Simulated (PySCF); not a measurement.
**Shieldings and the share of exact exchange**

Molecule: Pyrimidine (SMILES c1cncnc1).

Atom-mapped SMILES (the numbers label the heavy atoms): `[cH:1]1[cH:2][n:3][cH:4][n:5][cH:6]1` (H(Xn): hydrogen on atom n).

GIAO shieldings (ppm, equivalent atoms averaged) in PySCF on the PBE0-D3(BJ)/def2-SVP geometry, basis pcSseg-2, gas phase, non-relativistic:

| functional | exact exchange (%) | σ(C1) |
| --- | --- | --- |
| BLYP | 0 | 45.1 |
| BP86 | 0 | 49.8 |
| PBE | 0 | 49.3 |
| B3LYP | 20 | 48.6 |
| PBE0 | 25 | 53.7 |
| mPW1PW91 | 25 | 53.1 |
| HF | 100 | 67.8 |

(1) Fit each shielding as a line in the percentage of exact exchange.

(2) What does the line predict for BHandHLYP (50 %), and what does the run give?

## Answers

(1) σ(C1) = 47.6 + 0.20 x (rms 1.9 ppm). The functionals also differ in their semilocal parts, which the line can't hold; Hartree–Fock has no correlation at all.

(2) σ(C1): 57.6 predicted, 54.5 computed ppm.
